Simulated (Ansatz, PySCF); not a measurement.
Breaking a bond: CH₅N, SMILES CN. The N2–H7 bond (N2 also carries C, H; H7 carries nothing else) is pulled apart rigidly from the PBE0/def2-TZVP optimised geometry.

- UHF/cc-pVTZ (Ansatz, a first-principles code)
- RHF/cc-pVTZ (Ansatz)
- UKS-PBE = unrestricted PBE/cc-pVTZ run with Ansatz
- RKS-PBE = restricted PBE/cc-pVTZ run with Ansatz
- UKS-B3LYP/6-31G* = unrestricted B3LYP/6-31G*, spherical d run with PySCF
- RKS-B3LYP/6-31G* = PySCF with restricted B3LYP/6-31G*, spherical d
- UKS-M06-2X/6-31G* = unrestricted M06-2X/6-31G*, spherical d (PySCF)
- RKS-M06-2X/6-31G* = PySCF 2.14.0 with restricted M06-2X/6-31G*, spherical d
- UKS-B3LYP/3-21G = PySCF 2.14.0 with unrestricted B3LYP/3-21G
- RKS-B3LYP/3-21G = restricted B3LYP/3-21G run with PySCF 2.14.0

Scanned distances (Å): 0.76, 0.80, 0.86, 0.92, 0.96, 0.99, 1.01, 1.03, 1.06, 1.13, 1.18, 1.24, 1.37, 1.50, 1.65, 1.82, 1.99, 2.23, 2.46, 2.71, 3.04, 3.52.

**Question.** Where does the unrestricted solution first break spin symmetry (<S²> of 0.01 or more)?

**Answer.** UHF: between 1.37 and 1.50 Å; UKS-PBE: between 1.82 and 1.99 Å; UKS-B3LYP/6-31G*: between 1.65 and 1.82 Å; UKS-M06-2X/6-31G*: between 1.65 and 1.82 Å; UKS-B3LYP/3-21G: between 1.65 and 1.82 Å.

```
R / Å  <S²> UHF  E(RHF) − E(UHF) / kcal/mol  <S²> UKS-PBE  E(RKS-PBE) − E(UKS-PBE) / kcal/mol  <S²> UKS-B3LYP/6-31G*  E(RKS-B3LYP/6-31G*) − E(UKS-B3LYP/6-31G*) / kcal/mol  <S²> UKS-M06-2X/6-31G*  E(RKS-M06-2X/6-31G*) − E(UKS-M06-2X/6-31G*) / kcal/mol  <S²> UKS-B3LYP/3-21G  E(RKS-B3LYP/3-21G) − E(UKS-B3LYP/3-21G) / kcal/mol
-----  --------  --------------------------  ------------  ----------------------------------  ---------------------  ----------------------------------------------------  ----------------------  ------------------------------------------------------  --------------------  --------------------------------------------------
0.76       0.00                         0.0          0.00                                 0.0                   0.00                                                   0.0                    0.00                                                     0.0                  0.00                                                 0.0
0.80       0.00                         0.0          0.00                                 0.0                   0.00                                                   0.0                    0.00                                                     0.0                  0.00                                                 0.0
0.86       0.00                         0.0          0.00                                 0.0                   0.00                                                   0.0                    0.00                                                     0.0                  0.00                                                 0.0
0.92       0.00                         0.0          0.00                                 0.0                   0.00                                                   0.0                    0.00                                                     0.0                  0.00                                                 0.0
0.96       0.00                         0.0          0.00                                 0.0                   0.00                                                   0.0                    0.00                                                     0.0                  0.00                                                 0.0
0.99       0.00                         0.0          0.00                                 0.0                   0.00                                                   0.0                    0.00                                                     0.0                  0.00                                                 0.0
1.01       0.00                         0.0          0.00                                 0.0                   0.00                                                   0.0                    0.00                                                     0.0                  0.00                                                 0.0
1.03       0.00                         0.0          0.00                                 0.0                   0.00                                                   0.0                    0.00                                                     0.0                  0.00                                                 0.0
1.06       0.00                         0.0          0.00                                 0.0                   0.00                                                   0.0                    0.00                                                     0.0                  0.00                                                 0.0
1.13       0.00                         0.0          0.00                                 0.0                   0.00                                                   0.0                    0.00                                                     0.0                  0.00                                                 0.0
1.18       0.00                         0.0          0.00                                 0.0                   0.00                                                   0.0                    0.00                                                     0.0                  0.00                                                 0.0
1.24       0.00                         0.0          0.00                                 0.0                   0.00                                                   0.0                    0.00                                                     0.0                  0.00                                                 0.0
1.37       0.00                         0.0          0.00                                 0.0                   0.00                                                   0.0                    0.00                                                     0.0                  0.00                                                 0.0
1.50       0.19                         0.8          0.00                                 0.0                   0.00                                                   0.0                    0.00                                                     0.0                  0.00                                                 0.0
1.65       0.56                         9.7          0.00                                 0.0                   0.00                                                   0.0                    0.00                                                     0.0                  0.00                                                 0.0
1.82       0.78                        25.1          0.00                                 0.0                   0.24                                                   0.9                    0.19                                                     0.3                  0.23                                                 0.8
1.99       0.89                        41.3          0.39                                 1.6                   0.56                                                   5.6                    0.64                                                     6.8                  0.55                                                 5.6
2.23       0.96                        62.0          0.73                                 7.6                   0.80                                                  15.0                    0.86                                                    20.3                  0.80                                                15.2
2.46       0.99                        78.5          0.88                                14.3                   0.91                                                  23.8                    0.94                                                    32.7                  0.91                                                24.4
2.71       1.00                        93.0          0.95                                20.6                   0.96                                                  32.0                    0.98                                                    44.2                  0.96                                                33.1
3.04       1.01                       107.8          0.98                                26.9                   0.99                                                  40.2                    0.00                                                       —                  0.99                                                41.9
3.52       1.01                       123.3          1.00                                32.6                   1.00                                                  48.2                    0.00                                                       —                  1.00                                                50.4
```

A dash means that the run gave no value there, or that the column was ended at a point which the program doubted or which failed a test of continuity chosen for this set; such a test can also cut sound points.
